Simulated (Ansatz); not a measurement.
# C₂H₂FNS: small, medium and large basis sets

One table from this session's results is given with a row withheld; the runs are named, their logs left out.

The runs use Ansatz 0.2.0, Gaussian basis; one geometry, several basis sets.

The runs, in order: PBE0-D4/def2-SVP; ωB97M-V/def2-SVP; PBE0-D4/def2-QZVPP; ωB97M-V/def2-QZVPP; the functionals' def2-TZVPP values are taken from earlier runs.

## The geometry

The geometry comes from an earlier relaxation with PBE0-D4 in a triple-zeta def2 set; it is a stationary point, not always the lowest conformer.

7 atoms, charge 0, spin multiplicity 1.

Atoms are counted from 1 here; the program's logs count them from 0.

Bond lengths: N1–C2 1.312 Å, N1–H6 1.007 Å, N1–H7 1.007 Å, C2–C3 1.422 Å, C2–S5 1.653 Å, C3–F4 1.346 Å, C3–S5 2.128 Å. Angles: C2–N1–H6 120.2°, C2–N1–H7 120.9°, H6–N1–H7 118.9°, N1–C2–C3 136.6°, N1–C2–S5 136.1°, C3–C2–S5 87.3°, C2–C3–F4 112.1°, C2–C3–S5 50.9°, F4–C3–S5 111.8°, C2–S5–C3 41.9°.

Coordinates:

```xyz
7
C2H2FNS
N    -0.35877    0.96201    0.43955
C     0.27213    0.00562   -0.19973
C     0.68589   -1.32614    0.07901
F    -0.31861   -2.21008   -0.06944
S     0.98488   -0.16750   -1.68126
H    -0.76345    0.78469    1.34452
H    -0.44077    1.88331    0.04175
```

The first run:

in.yaml

```yaml
crystal:
  periodic: [false, false, false]
  atoms:
    - {symbol: N, position_ang: [-0.358767, 0.962013, 0.439553]}
    - {symbol: C, position_ang: [0.272133, 0.005616, -0.199726]}
    - {symbol: C, position_ang: [0.685889, -1.326142, 0.079009]}
    - {symbol: F, position_ang: [-0.318613, -2.210081, -0.069442]}
    - {symbol: S, position_ang: [0.984880, -0.167502, -1.681261]}
    - {symbol: H, position_ang: [-0.763451, 0.784688, 1.344516]}
    - {symbol: H, position_ang: [-0.440770, 1.883309, 0.041750]}
basis:
  gaussian: {orbitals: def2-SVP}
hamiltonian: {xc: pbe0, dispersion: d4}
output: {orbitals: {seedname: orbitals}}
```

Run with:

```bash
$ ansatz run in.yaml --threads 2 --pin off --events-out ev --progress --plain --max-ram 4352MiB
```

Among the steps run: PBE0-D4 in def2-SVP; ωB97M-V in def2-SVP; PBE0-D4 in def2-QZVPP; ωB97M-V in def2-QZVPP.

One of the session's tables, all rows but one given; the rest of the session is left out.

It belongs to the step «Functionals by basis». 

| functional | basis | HOMO (eV) |
| --- | --- | --- |
| PBE0-D4 | def2-SVP | ? |
| PBE0-D4 | def2-TZVPP | -6.18 |
| PBE0-D4 | def2-QZVPP | -6.23 |
| ωB97M-V | def2-SVP | -8.13 |
| ωB97M-V | def2-TZVPP | -8.41 |
| ωB97M-V | def2-QZVPP | -8.47 |

Estimate the missing values for PBE0-D4, def2-SVP.

As computed: HOMO (eV): -5.95. In the column «HOMO (eV)» it is the highest.
